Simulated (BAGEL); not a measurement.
# HF/3-21G (density fitting with qzvpp-jkfit) run of C2H2F2O (SMILES O=CC(F)F)

Aim: the energy change on altering one bond length of C2H2F2O at HF/3-21G (density fitting with qzvpp-jkfit), from 2 runs. 

Program for the calculation: BAGEL 1.2.2.

16 further runs of the same task are left out: 16 set aside as unsound or not needed.

### 1 Starting point

C2H2F2O: 7 atoms, total charge 0, spin state singlet. As SMILES, `O=CC(F)F`. The shape is that of a GFN2-xTB optimisation. This is one conformer, not always the lowest.

Bond lengths: O1–C2 1.190 Å, C2–C3 1.538 Å, C3–F4 1.353 Å, C3–F5 1.352 Å, C2–H6 1.102 Å, C3–H7 1.100 Å. Angles: O1–C2–C3 123.6°, C2–C3–F4 109.0°, C2–C3–F5 109.1°, F4–C3–F5 106.8°, O1–C2–H6 124.1°, C3–C2–H6 112.3°, C2–C3–H7 113.6°, F4–C3–H7 109.0°, F5–C3–H7 109.1°.

### 2 The energy at HF/3-21G (density fitting with qzvpp-jkfit)

Input file job.json:

```json
{ "bagel" : [

{
  "title" : "molecule",
  "basis" : "3-21g",
  "df_basis" : "qzvpp-jkfit",
  "angstrom" : true,
  "geometry" : [
    { "atom" : "O", "xyz" : [   -1.298000,    1.002240,    0.935460 ] },
    { "atom" : "C", "xyz" : [   -0.279560,    0.409670,    0.769870 ] },
    { "atom" : "C", "xyz" : [    0.114540,   -0.251320,   -0.562250 ] },
    { "atom" : "F", "xyz" : [    0.316750,   -1.572770,   -0.356070 ] },
    { "atom" : "F", "xyz" : [    1.293430,    0.263870,   -0.979390 ] },
    { "atom" : "H", "xyz" : [    0.487740,    0.270980,    1.549300 ] },
    { "atom" : "H", "xyz" : [   -0.634900,   -0.122670,   -1.356910 ] }
  ]
},
{ "title" : "hf" },
{ "title" : "print", "file" : "orbitals.molden", "orbitals" : true }

]}
```

On the command line:

```bash
BAGEL_NUM_THREADS=1 BAGEL job.json > job.out
```

Output:

```text
* using 1 threads per process

  ===============================================================
  ===============================================================

  *** Geometry ***

  { "atom" : "O", "xyz" : [     -2.452865,      1.893959,      1.767763 ] },
  { "atom" : "C", "xyz" : [     -0.528292,      0.774164,      1.454843 ] },
  { "atom" : "C", "xyz" : [      0.216449,     -0.474926,     -1.062499 ] },
  { "atom" : "F", "xyz" : [      0.598571,     -2.972105,     -0.672875 ] },
  { "atom" : "F", "xyz" : [      2.444228,      0.498642,     -1.850779 ] },
  { "atom" : "H", "xyz" : [      0.921695,      0.512078,      2.927753 ] },
  { "atom" : "H", "xyz" : [     -1.199787,     -0.231813,     -2.564188 ] },

  Number of auxiliary basis functions:      417

  Since a DF basis is specified, we compute 2- and 3-index integrals:
    o Being stored without compression. Storage requirement is 0.008 GB

  Number of basis functions:       49
  Number of electrons      :       40

    * METHOD: MOLECULE                             0.09

  *** RHF ***

  === Nuclear Repulsion ===
   174.4159773395

      * DIIS with orbital gradients will be used.

  === RHF iteration (3-21g) ===
      0       -348.45410657          0.03509452           0.02
      1       -348.57163883          0.02685176           0.02
      2       -348.68017482          0.00282130           0.02
      3       -348.68239636          0.00150761           0.02
      4       -348.68300996          0.00040046           0.02
      5       -348.68312604          0.00009742           0.02
      6       -348.68313091          0.00002429           0.02
      7       -348.68313115          0.00000706           0.02
      8       -348.68313117          0.00000378           0.02
      9       -348.68313117          0.00000085           0.02
     10       -348.68313117          0.00000027           0.02
     11       -348.68313117          0.00000014           0.02
     12       -348.68313117          0.00000006           0.02
     13       -348.68313117          0.00000002           0.02
     14       -348.68313117          0.00000001           0.02
    * SCF iteration converged.

    * Permanent dipole moment:
           (   -0.047718,     0.025091,     0.012272) a.u.

    * METHOD: HF                                   0.39

    * METHOD: PRINT                                0.00

  ===============================================================
```

Wall time 0.81 s (1 thread of Intel Xeon 6975P-C (Granite Rapids), shared host); peak memory 0.078 GiB.

### 3 The distorted shape, same level

Input file input.json:

```json
{ "bagel" : [

{
  "title" : "molecule",
  "basis" : "3-21g",
  "df_basis" : "qzvpp-jkfit",
  "angstrom" : true,
  "geometry" : [
    { "atom" : "O", "xyz" : [   -1.357116,    1.101391,    1.135283 ] },
    { "atom" : "C", "xyz" : [   -0.338676,    0.508821,    0.969693 ] },
    { "atom" : "C", "xyz" : [    0.114540,   -0.251320,   -0.562250 ] },
    { "atom" : "F", "xyz" : [    0.316750,   -1.572770,   -0.356070 ] },
    { "atom" : "F", "xyz" : [    1.293430,    0.263870,   -0.979390 ] },
    { "atom" : "H", "xyz" : [    0.428624,    0.370131,    1.749123 ] },
    { "atom" : "H", "xyz" : [   -0.634900,   -0.122670,   -1.356910 ] }
  ]
},
{
  "title" : "hf"
},
{
  "title" : "print",
  "file" : "orbitals.molden",
  "orbitals" : true
}

]}
```

On the command line:

```bash
BAGEL_NUM_THREADS=1 BAGEL input.json > input.out
```

Output:

```text
* using 1 threads per process

  ===============================================================
  ===============================================================

  *** Geometry ***

  { "atom" : "O", "xyz" : [     -2.564578,      2.081327,      2.145374 ] },
  { "atom" : "C", "xyz" : [     -0.640005,      0.961532,      1.832454 ] },
  { "atom" : "C", "xyz" : [      0.216449,     -0.474926,     -1.062499 ] },
  { "atom" : "F", "xyz" : [      0.598571,     -2.972105,     -0.672875 ] },
  { "atom" : "F", "xyz" : [      2.444228,      0.498642,     -1.850779 ] },
  { "atom" : "H", "xyz" : [      0.809982,      0.699446,      3.305363 ] },
  { "atom" : "H", "xyz" : [     -1.199787,     -0.231813,     -2.564188 ] },

  Number of auxiliary basis functions:      417

  Since a DF basis is specified, we compute 2- and 3-index integrals:
    o Being stored without compression. Storage requirement is 0.008 GB

  Number of basis functions:       49
  Number of electrons      :       40

    * METHOD: MOLECULE                             0.13

  *** RHF ***

  === Nuclear Repulsion ===
   168.1956626484

      * DIIS with orbital gradients will be used.

  === RHF iteration (3-21g) ===
      0       -348.42711774          0.03559832           0.02
      1       -348.53946487          0.02813567           0.02
      2       -348.65900634          0.00308035           0.02
      3       -348.66157338          0.00160009           0.02
      4       -348.66234442          0.00043258           0.02
      5       -348.66248616          0.00011438           0.02
      6       -348.66249321          0.00003118           0.02
      7       -348.66249360          0.00001055           0.02
      8       -348.66249364          0.00000554           0.02
      9       -348.66249365          0.00000121           0.02
     10       -348.66249365          0.00000045           0.02
     11       -348.66249365          0.00000022           0.02
     12       -348.66249365          0.00000007           0.02
     13       -348.66249365          0.00000002           0.02
     14       -348.66249365          0.00000001           0.02
     15       -348.66249365          0.00000001           0.02
    * SCF iteration converged.

    * Permanent dipole moment:
           (   -0.060598,     0.014763,    -0.037990) a.u.

    * METHOD: HF                                   0.38

    * METHOD: PRINT                                0.00

  ===============================================================
```

It took 0.89 s on 1 thread of Intel Xeon 6975P-C (Granite Rapids), shared host; peak memory 0.078 GiB.

### 4 Results

At HF/3-21G (density fitting with qzvpp-jkfit):

| quantity | value |
| --- | --- |
| first shape: total energy | -348.68313 Eh |
| first shape: dipole moment | 0.14 D |
| first shape: HOMO energy | -12.26 eV |
| first shape: LUMO energy | 2.98 eV |
| first shape: HOMO–LUMO gap | 15.24 eV |
| distorted shape: total energy | -348.66249 Eh |
| distorted shape: dipole moment | 0.19 D |
| distorted shape: HOMO energy | -11.51 eV |
| distorted shape: LUMO energy | 3.13 eV |
| distorted shape: HOMO–LUMO gap | 14.64 eV |
| energy change with the C2–C3 bond stretched from 1.538 to 1.769 Å | 0.562 eV |

**Reading.** With the C2–C3 bond stretched from 1.538 to 1.769 Å the energy rises by 0.56 eV (54.2 kJ/mol). The first shape isn't relaxed at this level, so the change isn't measured from a minimum.
